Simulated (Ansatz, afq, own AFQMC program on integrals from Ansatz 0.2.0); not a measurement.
BNH3, doublet → BNH$_{3}$⁺, singlet

```xyz
5

B     0.0000   -0.1798    0.7865
N     0.0000    0.0674   -0.5650
H     0.0000    0.6578    1.6392
H     0.0000    0.9957   -0.9652
H     0.0000   -0.6620   -1.2589
```

Connectivity, by distances: BH–NH2.

E(singlet, charge +1) − E(doublet, charge +0) at this geometry, on UHF and RHF determinants.

Basis cc-pVTZ. Only valence electrons are correlated. Integrals, coupled cluster, full CI and functionals: Ansatz 0.2.0; the random walks run on the same integrals in our own AFQMC program. ph-AFQMC/CISD is guided by a CISD state made of CCSD amplitudes; releasing the constraint for a short imaginary time cuts its bias at the price of noise, slowly where states lie close. Uncertainties: one standard error, sampling alone. The errors of all members are added in quadrature.

No full CI on the walks' own integrals is used here. The released AFQMC energy serves as the reference, which it does only where one determinant dominates, the energy is flat over the last release times and near the phaseless one (40 meV or 2 meV an electron, half that with transition metals). On small molecules, where full CI could be run and the noise was under 10 meV, such values lay within 10 meV of it in 19 cases of 20, a flattering rate, since the rule was set on those same cases; what remains of the bias isn't in the error bar. Each member takes its own surest rung, up to full CI.

The best estimate is CCSD(T) at the basis-set limit (CBS: def2-TZVPP and def2-QZVPP, with their diffuse functions for anions and beside diffuse sets, CCSD(T) itself extrapolated) plus the step from CCSD(T) to AFQMC with the constraint released in cc-pVTZ. Rows without CBS are in cc-pVTZ; B2PLYP and the wave-function rows carry a basis error of their own. Core correlation and relativity beyond core potentials are missing, and ± holds the sampling alone.

Cautions: BNH₃ (doublet): the released value is read at 2.40 1/Eh (meV from the phaseless value at times in 1/Eh: -8 ± 4 at 0.24, -5 ± 4 at 0.51, -14 ± 3 at 0.99, 3 ± 8 at 1.62, -3 ± 7 at 2.40).

Best estimate: 185.6 ± 0.2 kcal/mol.

```json
{"level": "HF", "vertical ionization energy (kcal/mol)": "178.0", "error against the best estimate (kcal/mol)": "-7.6 ± 0.2"}
{"level": "MP2", "vertical ionization energy (kcal/mol)": "183.2", "error against the best estimate (kcal/mol)": "-2.3 ± 0.2"}
{"level": "CCSD", "vertical ionization energy (kcal/mol)": "184.1", "error against the best estimate (kcal/mol)": "-1.5 ± 0.2"}
{"level": "CCSD(T)", "vertical ionization energy (kcal/mol)": "184.1", "error against the best estimate (kcal/mol)": "-1.5 ± 0.2"}
{"level": "ph-AFQMC/CISD", "vertical ionization energy (kcal/mol)": "183.9 ± 0.2", "error against the best estimate (kcal/mol)": "-1.7 ± 0.2"}
{"level": "released AFQMC", "vertical ionization energy (kcal/mol)": "184.0 ± 0.2", "error against the best estimate (kcal/mol)": "-1.6"}
{"level": "HF/CBS", "vertical ionization energy (kcal/mol)": "178.5", "error against the best estimate (kcal/mol)": "-7.1 ± 0.2"}
{"level": "MP2/CBS", "vertical ionization energy (kcal/mol)": "184.9", "error against the best estimate (kcal/mol)": "-0.7 ± 0.2"}
{"level": "CCSD(T)/CBS", "vertical ionization energy (kcal/mol)": "185.7", "error against the best estimate (kcal/mol)": "0.1 ± 0.2"}
{"level": "PBE", "vertical ionization energy (kcal/mol)": "186.3", "error against the best estimate (kcal/mol)": "0.7 ± 0.2"}
{"level": "r2SCAN", "vertical ionization energy (kcal/mol)": "189.5", "error against the best estimate (kcal/mol)": "3.9 ± 0.2"}
{"level": "PBE0", "vertical ionization energy (kcal/mol)": "187.9", "error against the best estimate (kcal/mol)": "2.3 ± 0.2"}
{"level": "B3LYP", "vertical ionization energy (kcal/mol)": "187.5", "error against the best estimate (kcal/mol)": "2.0 ± 0.2"}
{"level": "wB97M-V", "vertical ionization energy (kcal/mol)": "181.5", "error against the best estimate (kcal/mol)": "-4.1 ± 0.2"}
{"level": "B2PLYP", "vertical ionization energy (kcal/mol)": "184.5", "error against the best estimate (kcal/mol)": "-1.1 ± 0.2"}
```

Correlation beyond CCSD(T) changes it by less than twice the noise. Going to the basis-set limit adds 1.6 kcal/mol at CCSD(T). The perturbative (T) step is worth −0.0 kcal/mol. The functionals spread over 8.0 kcal/mol; PBE and B2PLYP come nearest and wB97M-V is 4.1 kcal/mol too low.

Best estimates are given only where the step beyond CCSD(T) is under 0.3 eV and no member's determinant is very poor (T1 over 0.05, or 0.07 for open shells, ⟨S²⟩ too high by 0.3, two states mixed), so the hardest cases are missing from such tables.

The functionals ran in a triple-zeta set and keep a basis error of their own, a few kJ/mol for each bond in atomization energies and more for double hybrids, so close places among them and the extrapolated levels can swap.

Each member of a difference takes its own highest rung, so a best estimate needn't equal the limit plus the step of one row. A walk keeps the symmetry of its determinant, which the program's search chose and which needn't be the lowest solution, so a lower state of the same spin and another symmetry isn't excluded. Released energies are given only where the last usable release times agree within the noise; a slower fall can still hide under it.
